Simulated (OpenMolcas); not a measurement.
# A workflow on BH2 (boron dihydride)

We compute a single-point energy (ROHF/6-31G**), then the energy (CASSCF(3,3)/6-31G**), then the energy (CASPT2(3,3)/6-31G**), then a single-point energy (SC-NEVPT2(3,3)/6-31G**), then the energy (MRCI(3,3)/6-31G**) of BH2 (boron dihydride). 

The calculation is run with OpenMolcas 26.06.

1 further run of the same task is left out (set aside as unsound or not needed).

## Step 1: The molecule

BH2 has 3 atoms, charge 0, and is taken as a doublet. SMILES: `[BH2]`. The B1–H3 distance was set to 1.739 Å, away from the relaxed value. At this shape a bond of the SMILES string is far longer than usual.

Bond lengths: B1–H2 1.159 Å. A long bond or contact: B1–H3 1.739 Å.

## Step 2: A single-point energy at ROHF/6-31G(d,p) (spherical functions) (run 1)

step1.input

```
&GATEWAY
  BasLib=$CurrDir
  Coord
  3
  bohr
  B      1.25803226     0.30278326     0.73282823
  H      1.29049775     2.47889738     0.98291459
  H     -1.02585672    -1.54785577    -0.73629399
  Basis=6-31Gss
  Group=NoSym

&SEWARD

&SCF
  UHF
  Spin=2
  Scramble=0.25
  PrOrbitals=1 1

&RASSCF
  FileOrb=$Project.UnaOrb
  Spin=2
  Nactel=1 0 0
  Inactive=3
  Ras2=1
  OutOrbitals=Canonical
  OrbListing=Nothing
```

The basis set 6-31G** is read from a file made from the Basis Set Exchange's data (not shown).

Command:

```sh
$ export MOLCAS_MEM=1860
$ pymolcas step1.input > step1.log
```

Log:

```text
--- Start Module: gateway ---
[...]
--- Stop Module: gateway /rc=_RC_ALL_IS_WELL_ ---
[...]
      Basis functions           24
[...]
--- Start Module: scf ---
[...]
       Convergence after  17 Iterations
[...]
::    Total SCF energy                                -25.6833631092
[...]
      Total spin, S                                     0.5029458966
[...]
--- Stop Module: scf /rc=_RC_ALL_IS_WELL_ ---
--- Start Module: rasscf ---
[...]
      Number of active orbitals                  1
[...]
      Spin quantum number                      0.5
[...]
      Active orbitals                            1
[...]
      Number of CSFs                             1
[...]
      Number of root(s) required                 1
[...]
      Convergence after  8 iterations
[...]
      printout of CI-coefficients larger than  0.05 for root  1
      energy=     -25.682247
      conf/sym  1     Coeff  Weight
             1  u   1.00000 1.00000
      Natural orbitals and occupation numbers for root  1
      sym 1:   1.000000
      ************************************************************************************************************************
      *                                                    Final results                                                     *
[...]
::    RASSCF root number  1 Total energy:    -25.68224669
[...]
      Total electronic charge=    7.000000
      Total            charge=   -0.000000
[...]
      Dipole Moment (debye):
      Origin of the operator (angstrom)=    0.5735    0.1736    0.3379
                   X=  4.3578E-01               Y=  8.0262E-01               Z=  3.2824E-01           Total=  9.7049E-01
      Quadrupole Moment (debye*angstrom):
[...]
--- Stop Module: rasscf /rc=_RC_ALL_IS_WELL_ ---
[...]
```

Run time: 2.5 s. Hardware: 1 thread of Arm Neoverse V1, shared host; peak memory 0.37 GiB.

## Step 3: A single-point energy at CASSCF(3,3)/6-31G(d,p) (spherical functions) (run 2)

step2.input

```
* BH2 CASSCF
&GATEWAY
BasLib=$CurrDir
Coord
3
bohr
B      1.25803226     0.30278326     0.73282823
H      1.29049775     2.47889738     0.98291459
H     -1.02585672    -1.54785577    -0.73629399
Basis=6-31Gss
Group=NoSym
&SEWARD
&RASSCF
FileOrb=$CurrDir/step1.RasOrb
Spin=2
Nactel=3 0 0
Inactive=2
Ras2=3
OrbListing=Nothing
```

The basis set 6-31G** is read from a file made from the Basis Set Exchange's data (not shown).

Command:

```sh
$ export MOLCAS_MEM=1860
$ pymolcas step2.input > step2.log
```

Log:

```text
--- Start Module: gateway ---
[...]
--- Stop Module: gateway /rc=_RC_ALL_IS_WELL_ ---
--- Start Module: seward ---
[...]
      Basis functions           24
--- Stop Module: seward /rc=_RC_ALL_IS_WELL_ ---
--- Start Module: rasscf ---
[...]
      Number of active orbitals                  3
[...]
      Spin quantum number                      0.5
[...]
      Active orbitals                            3
[...]
      Number of CSFs                             8
[...]
      Number of root(s) required                 1
[...]
      Convergence after 21 iterations
[...]
      printout of CI-coefficients larger than  0.05 for root  1
      energy=     -25.689099
      conf/sym  111     Coeff  Weight
             1  2u0   0.99784 0.99569
             8  0u2   0.06548 0.00429
      Natural orbitals and occupation numbers for root  1
      sym 1:   1.991397   0.999973   0.008629
      ************************************************************************************************************************
      *                                                    Final results                                                     *
[...]
::    RASSCF root number  1 Total energy:    -25.68909947
[...]
      Total electronic charge=    7.000000
      Total            charge=   -0.000000
[...]
      Dipole Moment (debye):
      Origin of the operator (angstrom)=    0.5735    0.1736    0.3379
                   X=  4.4418E-01               Y=  8.5258E-01               Z=  3.3825E-01           Total=  1.0191E+00
      Quadrupole Moment (debye*angstrom):
[...]
--- Stop Module: rasscf /rc=_RC_ALL_IS_WELL_ ---
[...]
```

Wall time 2.1 s (1 thread of Arm Neoverse V1, shared host); peak memory 0.37 GiB.

## Step 4: A single-point energy at CASPT2(3,3)/6-31G(d,p) (spherical functions) (run 3)

step3.input

```
* BH2 CASPT2
>>> EXPORT MOLCAS_PRINT=2
&GATEWAY
BasLib=$CurrDir
Coord
3
bohr
B      1.25803226     0.30278326     0.73282823
H      1.29049775     2.47889738     0.98291459
H     -1.02585672    -1.54785577    -0.73629399
Basis=6-31Gss
Group=NoSym
&SEWARD
&RASSCF
FileOrb=$CurrDir/step2.RasOrb
Spin=2
Nactel=3 0 0
Inactive=2
Ras2=3
OrbListing=Nothing
&CASPT2
Imaginary=0.1
Frozen=1
```

The basis set 6-31G** is read from a file made from the Basis Set Exchange's data (not shown).

Command:

```sh
$ export MOLCAS_MEM=1860
$ pymolcas step3.input > step3.log
```

Log:

```text
--- Start Module: gateway ---
[...]
--- Stop Module: gateway /rc=_RC_ALL_IS_WELL_ ---
[...]
      Basis functions           24
[...]
--- Start Module: rasscf ---
[...]
      Number of active orbitals                  3
[...]
      Spin quantum number                      0.5
[...]
      Active orbitals                            3
[...]
      Number of CSFs                             8
[...]
      Number of root(s) required                 1
[...]
      Convergence after  4 iterations
[...]
      printout of CI-coefficients larger than  0.05 for root  1
      energy=     -25.689099
      conf/sym  111     Coeff  Weight
             1  2u0   0.99784 0.99569
             8  0u2   0.06548 0.00429
      Natural orbitals and occupation numbers for root  1
      sym 1:   1.991398   0.999973   0.008629
      ************************************************************************************************************************
      *                                                    Final results                                                     *
[...]
::    RASSCF root number  1 Total energy:    -25.68909947
[...]
      Total electronic charge=    7.000000
      Total            charge=   -0.000000
[...]
      Dipole Moment (debye):
      Origin of the operator (angstrom)=    0.5735    0.1736    0.3379
                   X=  4.4420E-01               Y=  8.5256E-01               Z=  3.3826E-01           Total=  1.0191E+00
      Quadrupole Moment (debye*angstrom):
[...]
--- Stop Module: rasscf /rc=_RC_ALL_IS_WELL_ ---
--- Start Module: caspt2 ---
[...]
 ###    WARNING: User changed nr of frozen orbitals.                         ###
 ###############################################################################
[...]
      E2 (Variational):          -0.0626263178
      Total energy:             -25.7517257892
[...]
      Reference weight:           0.97250
[...]
::    CASPT2 Root  1     Total energy:    -25.75172579
[...]
--- Stop Module: caspt2 /rc=_RC_ALL_IS_WELL_ ---
[...]
```

Run time: 1.8 s. Hardware: 1 thread of Arm Neoverse V1, shared host; peak memory 0.37 GiB.

## Step 5: A single-point energy at SC-NEVPT2(3,3)/6-31G(d,p) (spherical functions) (run 4)

step4.input

```
* BH2 NEVPT2

&gateway
  baslib=$CurrDir
  coord
  3
  bohr
  B      1.25803226     0.30278326     0.73282823
  H      1.29049775     2.47889738     0.98291459
  H     -1.02585672    -1.54785577    -0.73629399
  basis=6-31Gss
  group=NoSym

&seward

&rasscf
  fileorb=$CurrDir/step2.RasOrb
  spin=2
  nactel=3 0 0
  inactive=2
  ras2=3
  orblisting=Nothing

&caspt2
  sc-nevpt2
  frozen=1
```

The basis set 6-31G** is read from a file made from the Basis Set Exchange's data (not shown).

Command:

```sh
$ export MOLCAS_MEM=1860
$ pymolcas step4.input > step4.log
```

Log:

```text
--- Start Module: gateway ---
[...]
--- Stop Module: gateway /rc=_RC_ALL_IS_WELL_ ---
[...]
      Basis functions           24
[...]
--- Start Module: rasscf ---
[...]
      Number of active orbitals                  3
[...]
      Spin quantum number                      0.5
[...]
      Active orbitals                            3
[...]
      Number of CSFs                             8
[...]
      Number of root(s) required                 1
[...]
      Convergence after  4 iterations
[...]
      printout of CI-coefficients larger than  0.05 for root  1
      energy=     -25.689099
      conf/sym  111     Coeff  Weight
             1  2u0   0.99784 0.99569
             8  0u2   0.06548 0.00429
      Natural orbitals and occupation numbers for root  1
      sym 1:   1.991398   0.999973   0.008629
      ************************************************************************************************************************
      *                                                    Final results                                                     *
[...]
::    RASSCF root number  1 Total energy:    -25.68909947
[...]
      Total electronic charge=    7.000000
      Total            charge=   -0.000000
[...]
      Dipole Moment (debye):
      Origin of the operator (angstrom)=    0.5735    0.1736    0.3379
                   X=  4.4420E-01               Y=  8.5256E-01               Z=  3.3826E-01           Total=  1.0191E+00
      Quadrupole Moment (debye*angstrom):
[...]
--- Stop Module: rasscf /rc=_RC_ALL_IS_WELL_ ---
--- Start Module: caspt2 ---
[...]
 ###    WARNING: User changed nr of frozen orbitals.                         ###
 ###############################################################################
[...]
      E2 (Variational):          -0.0587518474
[...]
      E2 (Variational):          -0.0586542334
      Total energy:             -25.7477537049
[...]
      Reference weight:           0.97555
[...]
::    SC-NEVPT2 Root  1     Total energy:    -25.74775370
[...]
--- Stop Module: caspt2 /rc=_RC_ALL_IS_WELL_ ---
[...]
```

Wall time 1.8 s (1 thread of Arm Neoverse V1, shared host); peak memory 0.37 GiB.

## Step 6: A single-point energy at MRCI(3,3)/6-31G(d,p) (spherical functions) (run 5)

step5.input

```
&GATEWAY
 BasLib = $CurrDir
 Coord
 3
 bohr
 B      1.25803226     0.30278326     0.73282823
 H      1.29049775     2.47889738     0.98291459
 H     -1.02585672    -1.54785577    -0.73629399
 Basis = 6-31Gss
 Group = NoSym

&SEWARD

&RASSCF
 FileOrb = $CurrDir/step2.RasOrb
 Spin = 2
 Nactel = 3 0 0
 Inactive = 2
 Ras2 = 3
 OrbListing = Nothing

&MOTRA
 LumOrb
 Frozen = 1

&GUGA
 Electrons = 5
 Spin = 2
 Inactive = 1
 Active = 3
 CIAll = 1

&MRCI
 SDCI
```

The basis set 6-31G** is read from a file made from the Basis Set Exchange's data (not shown).

Command:

```sh
$ export MOLCAS_MEM=1860
$ pymolcas step5.input > step5.log
```

Log:

```text
--- Start Module: gateway ---
[...]
--- Stop Module: gateway /rc=_RC_ALL_IS_WELL_ ---
[...]
      Basis functions           24
[...]
      Number of active orbitals                  3
[...]
      Spin quantum number                      0.5
[...]
      Active orbitals                            3
[...]
      Number of CSFs                             8
[...]
      Number of root(s) required                 1
[...]
      Convergence after  4 iterations
[...]
      printout of CI-coefficients larger than  0.05 for root  1
      energy=     -25.689099
      conf/sym  111     Coeff  Weight
             1  2u0   0.99784 0.99569
             8  0u2   0.06548 0.00429
      Natural orbitals and occupation numbers for root  1
      sym 1:   1.991398   0.999973   0.008629
      ************************************************************************************************************************
      *                                                    Final results                                                     *
[...]
::    RASSCF root number  1 Total energy:    -25.68909947
[...]
      Dipole Moment (debye):
      Origin of the operator (angstrom)=    0.5735    0.1736    0.3379
                   X=  4.4420E-01               Y=  8.5256E-01               Z=  3.3826E-01           Total=  1.0191E+00
      Quadrupole Moment (debye*angstrom):
[...]
      *** WARNING: Default frozen orbitals is overwritten by user input.
      *** Default values:   1
[...]
--- Start Module: guga ---
[...]
--- Stop Module: guga /rc=_RC_ALL_IS_WELL_ ---
--- Start Module: mrci ---
[...]
       (But an ACPF correction will be computed)
       USE THE DEFAULT ACPF G-VALUE GFAC=  0.40000000000000002
[...]
                      CI ENERGY:   -25.77123767
[...]
                ACPF CORRECTION:    -0.00298272
[...]
      Total electronic charge=    7.000000
      Total            charge=    0.000000
[...]
     ACPF CORRECTION:     -0.00298272
[...]
  CI State   1     Total energy:    -25.77123767     QDav:     -0.00509454     QACPF:     -0.00298272
[...]
--- Stop Module: mrci /rc=_RC_ALL_IS_WELL_ ---
[...]
```

Wall time 2 s (1 thread of Arm Neoverse V1, shared host); peak memory 0.37 GiB.

## Step 7: Summary of results

```
                          quantity                                                                value
 run 1, ROHF/6-31G**: total energy                                                         -25.68225 Eh
run 1, ROHF/6-31G**: dipole moment                                                               0.97 D
        run 2, CASSCF(3,3)/6-31G**  no result (a known fault or a wrong state: its values are left out)
        run 3, CASPT2(3,3)/6-31G**  no result (a known fault or a wrong state: its values are left out)
     run 4, SC-NEVPT2(3,3)/6-31G**  no result (a known fault or a wrong state: its values are left out)
          run 5, MRCI(3,3)/6-31G**  no result (a known fault or a wrong state: its values are left out)
```

4 of the 5 runs ended normally but are set aside, since settings or state are in doubt.
